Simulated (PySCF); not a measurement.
## Partial charges of HCF

HCF (singlet state).
Geometry (PBE0-D3(BJ)/def2-TZVP, Å), atoms numbered from 1 in this order:
```xyz
3
CHF angstrom
C     -0.1131    0.4807    0.0668
F      0.9798   -0.2167    0.1723
H     -0.8624   -0.2950   -0.2581
```

Density: PBE0/pcSseg-2 (PySCF); schemes: Mulliken, IAO, Hirshfeld and ESP-fitted. Geometry: PBE0-D3(BJ)/def2-TZVP; no solvent, vibrations or thermal averaging.

Problem. What partial charge does each atom carry?

Solution. In e:

```tsv
atom	environment	Mulliken	IAO	Hirshfeld	ESP-fitted
C1	carbon bonded to F and H	+0.110	+0.044	+0.006	-0.346
F2	fluorine bonded to C	-0.133	-0.169	-0.030	+0.086
H3	hydrogen on C1	+0.023	+0.125	+0.025	+0.261
```

Mean size of the charges over all atoms: ESP-fitted 0.231 e, IAO 0.113 e, Mulliken 0.089 e, Hirshfeld 0.020 e. Each set sums to the total charge, 0, to within 0.001 e. The IAO scheme projects the occupied orbitals on a minimal set of polarised atomic orbitals and counts the electrons in each atom's part of it. The Mulliken scheme counts on each atom the diagonal of the density matrix times the overlap matrix over that atom's basis functions.

Lowest charge. The schemes don't all agree: Mulliken F2 (-0.133); IAO F2 (-0.169); Hirshfeld F2 (-0.030); ESP-fitted C1 (-0.346).

Highest charge. The schemes don't all agree: Mulliken C1 (+0.110); IAO H3 (+0.125); Hirshfeld H3 (+0.025); ESP-fitted H3 (+0.261).

Problem. How many electrons does the Mulliken scheme count on F2?

Solution. Z − q = 9 − (-0.133) = 9.133.
